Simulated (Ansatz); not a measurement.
# SiH4 (singlet): from Hartree-Fock to the top rungs at distance H1–H2 along a hydrogen transfer = 0.693 Å, 6-31G

How much of the correlation energy of SiH4 (singlet) does each wave-function method recover here?

The runs use Ansatz 0.2.0, Gaussian basis; 6-31G, core rule «outside noble gas», up to 5 orbitals frozen.

Plan: UHF; CCSD(T) on RHF; CCSD(T) on UHF; BCCD(T) on RHF; CISD; CCSDT(Q) on RHF; CCSDT(Q) on UHF; CISDTQ; CCSDTQ on RHF; CCSDTQ on UHF; CASSCF and MRCISD+Q, 2 electrons in 2 orbitals; CASSCF and NEVPT2, 2 electrons in 2 orbitals; CASSCF and MRCISD+Q, 8 electrons in 8 orbitals; CASSCF and NEVPT2, 8 electrons in 8 orbitals; Full CI.

8 further runs of the same task are left out: 6 that didn't finish, 2 set aside as unsound or not needed.

## (1) The geometry

The geometry derives from fragments relaxed apart (PBE0/def2-TZVP) and kept rigid, so it is no stationary point. A hydrogen atom is moved between rigid fragments.

5 atoms, charge 0, spin multiplicity 1.

Atoms are counted from 1 here; the program's logs count them from 0.

Bond lengths: H1–H2 0.693 Å, Si3–H4 1.526 Å, Si3–H5 1.526 Å. Angles: H4–Si3–H5 91.2°.

## (2) UHF

File in.yaml:

```yaml
crystal:
  periodic: [false, false, false]
  atoms:
    - {symbol: H, position_ang: [-2.716293, 0.054876, 0.000000]}
    - {symbol: H, position_ang: [-2.023293, 0.054876, 0.000000]}
    - {symbol: Si, position_ang: [0.117707, 0.054876, 0.000000]}
    - {symbol: H, position_ang: [0.729887, -0.819409, 1.090012]}
    - {symbol: H, position_ang: [0.729887, -0.819409, -1.090012]}
basis:
  gaussian: {orbitals: 6-31G}
magnetization: {spin_polarized: true, initial_magnetization: 0}
hamiltonian: {xc: hf}
output: {orbitals: {seedname: orbitals}}
```

Started as:

```bash
> ansatz run in.yaml --threads 1 --pin off --events-out ev --progress --plain --max-ram 2393MiB
```

The runs that follow: CCSD(T) on RHF; CCSD(T) on UHF; BCCD(T) on RHF; CISD; CCSDT(Q) on RHF; CCSDT(Q) on UHF; CISDTQ; CCSDTQ on RHF; CCSDTQ on UHF; CASSCF and MRCISD+Q, 2 electrons in 2 orbitals; CASSCF and NEVPT2, 2 electrons in 2 orbitals; CASSCF and MRCISD+Q, 8 electrons in 8 orbitals; CASSCF and NEVPT2, 8 electrons in 8 orbitals; Full CI.

Before running them: what should the planned runs give, taken together? Wanted: FCI below the RHF energy; RMP2 from FCI; RCCSD from FCI; RCCSD(T) from FCI; RCCSDT(Q) from FCI; NEVPT2 pair from FCI; MRCISD+Q pair from FCI; NEVPT2 valence from FCI; T1 diagnostic.

**Answer**, as computed:

| quantity | value |
| --- | --- |
| FCI below the RHF energy | -2.4699 eV |
| RMP2 from FCI | +17.34 kcal/mol |
| RCCSD from FCI | +0.71 kcal/mol |
| RCCSD(T) from FCI | +0.23 kcal/mol |
| RCCSDT(Q) from FCI | +0.02 kcal/mol |
| NEVPT2 pair from FCI | +14.99 kcal/mol |
| MRCISD+Q pair from FCI | -0.46 kcal/mol |
| NEVPT2 valence from FCI | +5.22 kcal/mol |
| levels within 1 kcal/mol (43 meV) | RCCSD, RCCSD(T), BCCD(T), RCCSDT, CISDTQ, RCCSDT(Q), RCCSDTQ, MRCISD+Q pair, MRCISD valence, MRCISD+Q valence |
| T1 diagnostic | 0.010 |
| effectively unpaired electrons | 0.05 |

RCCSD(T) lands +0.23 kcal/mol from the yardstick (0.4 % of the correlation energy). MRCISD+Q pair falls below full CI: the +Q correction isn't variational, and the cores differ from full CI's. One determinant dominates. Of the multireference levels listed MRCISD+Q valence comes nearest in total energy (+0.33 kcal/mol), which doesn't show that its space is the better one. These misses are within one basis, not against nature.
